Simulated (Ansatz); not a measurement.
## Scan of [H···H···O], triplet

Starting geometry:

```xyz
3

H     0.0000    0.0000   -0.9037
H     0.0000    0.0000   -0.1587
O     0.0000    0.0000    1.0623
```

From there H2 is moved from one fragment to the other while all else, the fragments' distance too, stays fixed; atoms are numbered as listed. Energies are in eV, counted from the starting geometry at the same level. Kohn–Sham curves are unrestricted where that lies lower.

Basis 6-31G; Ansatz 0.2.0. Correlated methods freeze the noble-gas cores.

In so small a basis the reference is far from its limit while semilocal and hybrid functionals are nearer theirs (RPA and double hybrids share much of the reference's basis error), so the functionals' errors here hold much of the reference's basis and frozen-core error, which can add to them or hide them.

Full CI is exact within this basis and frozen core; it isn't the basis-set limit.

| distance H1-H2 (Å) | full CI | PBE | r2SCAN | PBE0 | B3LYP | r2SCANh | wB97X-V | wB97M-V | B2PLYP | RPA-PBE |
| --- | --- | --- | --- | --- | --- | --- | --- | --- | --- | --- |
| 0.693 | 0.013 | 0.106 | 0.088 | 0.070 | 0.067 | 0.076 | 0.050 | 0.049 | 0.041 | 0.027 |
| 0.745 | 0.000 | 0.000 | 0.000 | 0.000 | 0.000 | 0.000 | 0.000 | 0.000 | 0.000 | 0.000 |
| 0.778 | 0.020 | -0.028 | -0.021 | -0.010 | -0.007 | -0.015 | 0.003 | 0.002 | 0.005 | 0.016 |
| 0.811 | 0.048 | -0.036 | -0.025 | -0.003 | 0.004 | -0.014 | 0.022 | 0.020 | 0.022 | 0.046 |
| 0.844 | 0.079 | -0.027 | -0.016 | 0.014 | 0.027 | -0.003 | 0.050 | 0.047 | 0.047 | 0.085 |
| 0.877 | 0.109 | -0.003 | 0.003 | 0.040 | 0.061 | 0.017 | 0.084 | 0.081 | 0.075 | 0.130 |
| 0.910 | 0.138 | 0.036 | 0.034 | 0.074 | 0.104 | 0.046 | 0.126 | 0.122 | 0.108 | 0.181 |
| 0.943 | 0.172 | 0.093 | 0.080 | 0.120 | 0.162 | 0.090 | 0.178 | 0.175 | 0.151 | 0.242 |
| 0.976 | 0.220 | 0.176 | 0.149 | 0.187 | 0.240 | 0.154 | 0.247 | 0.246 | 0.211 | 0.319 |
